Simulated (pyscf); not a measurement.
Optimised with ωB97X-D3(BJ)/def2-SVP in PySCF.

Estimate the classical barrier height and the reaction energy of methane (CH₄) + SnH₂ [singlet] -> H₃C–SnH₃ at ωB97X-D3(BJ)/def2-TZVP. The step runs on the singlet surface, breaks C–H and forms C–Sn, H–Sn; take the separated reactants as zero.

ΔE‡ = 1.99 eV, ΔE = -0.71 eV. CCSD(T)/def2-TZVPP + ΔMP2(QZVPP) gives 1.81 eV and -0.61 eV. Zero-point energy shifts the barrier by -0.01 eV. It is an insertion, with an imaginary mode of 1325i cm⁻¹. On the reactant side the descent ends in a complex, 0.18 eV under the separated species and 2.17 eV under the saddle at ωB97X-D3(BJ)/def2-TZVP. This is the saddle that the search found; another between the same sides may lie lower. The CCSD(T) − MP2 part came from Ansatz, without density fitting, on the same reference. The frozen core leaves the outer d or s,p core shells of the metals and heavy elements correlated in the MP2 and CC values, and def2-TZVPP describes them poorly, which can shift differences by a few kcal/mol. Elements past Kr carry the def2 core potentials, without spin-orbit coupling.
